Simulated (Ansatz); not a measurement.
# Si2 (triplet): r2SCANh, wB97X-V over a scan of the distance Si1–Si2, 6-31G

How well do these functionals follow the top wave-function level for Si2 (triplet) over a scan of the distance Si1–Si2?

Program: Ansatz 0.2.0, Gaussian basis. Level of theory: 6-31G, all electrons in the functionals. These are calculated values, not measurements.

To be run: r2SCANh, wB97X-V, at 1.809 Å; 2.044 Å; 2.255 Å; 2.533 Å; 2.735 Å; 3.152 Å; 3.668 Å; 4.201 Å; 5.074 Å; 6.168 Å; 7.578 Å.

27 further runs of the same task are left out: 17 that didn't finish, 10 set aside as unsound or not needed.

## Step 1: What is computed

The geometry derives from a PBE0/def2-TZVP stationary point (not a proven minimum). One bond is set to the value named and the two fragments are kept rigid.

2 atoms, charge 0, spin multiplicity 3.

Atoms are counted from 1 here; the program's logs count them from 0.

Bond lengths: Si1–Si2 2.255 Å.

No dispersion term is added; wB97X-V holds VV10 nonlocal correlation.

The geometry shown and the zero of energy belong to the point 2.255 Å. The yardstick, FCI, and other wave-function levels (R restricted, U unrestricted, valence and pair active spaces) come from earlier runs.

## Step 2: r2SCANh, 1.809 Å

Contents of in.yaml:

```yaml
crystal:
  periodic: [false, false, false]
  atoms:
    - {symbol: Si, position_ang: [0.000000, 0.000000, 0.000000]}
    - {symbol: Si, position_ang: [0.000000, 0.000000, 1.809000]}
basis:
  gaussian: {orbitals: 6-31G}
magnetization: {spin_polarized: true, initial_magnetization: 2}
hamiltonian: {xc: {name: r2SCANh}}
```

Launch:

```
$ ansatz run in.yaml --threads 1 --pin off --events-out ev --progress --plain --max-ram 2393MiB
```

Further steps of the session: r2SCANh, 2.044 Å; r2SCANh, 2.255 Å; r2SCANh, 2.533 Å; r2SCANh, 2.735 Å; r2SCANh, 3.152 Å; r2SCANh, 3.668 Å; r2SCANh, 4.201 Å; r2SCANh, 5.074 Å; r2SCANh, 6.168 Å; r2SCANh, 7.578 Å; wB97X-V, 1.809 Å; wB97X-V, 2.044 Å; wB97X-V, 2.255 Å; wB97X-V, 2.533 Å; wB97X-V, 2.735 Å; wB97X-V, 3.152 Å; wB97X-V, 3.668 Å; wB97X-V, 4.201 Å; wB97X-V, 5.074 Å; wB97X-V, 6.168 Å; wB97X-V, 7.578 Å.

Q: Predict the results of all the runs planned. Wanted: span of the FCI curve; largest miss, r2SCANh; largest miss, wB97X-V.

The runs gave:

| quantity | value |
| --- | --- |
| span of the FCI curve | 251.0 kJ/mol |
| largest miss, r2SCANh | +77.7 kJ/mol (6.168 Å) |
| largest miss, wB97X-V | -35.3 kJ/mol (1.809 Å) |

Of the functionals, wB97X-V keep the smallest largest miss at the points compared (at most 35.3 kJ/mol) and r2SCANh strays most (77.7 kJ/mol, at 6.168 Å). r2SCANh, wB97X-V clearly break the spin symmetry at some points (⟨S²⟩ up to 1.00 above the pure value), so energy there is bought with a mixed spin. Functionals and the yardstick converge differently with the basis, so part of each miss in 6-31G is the basis.
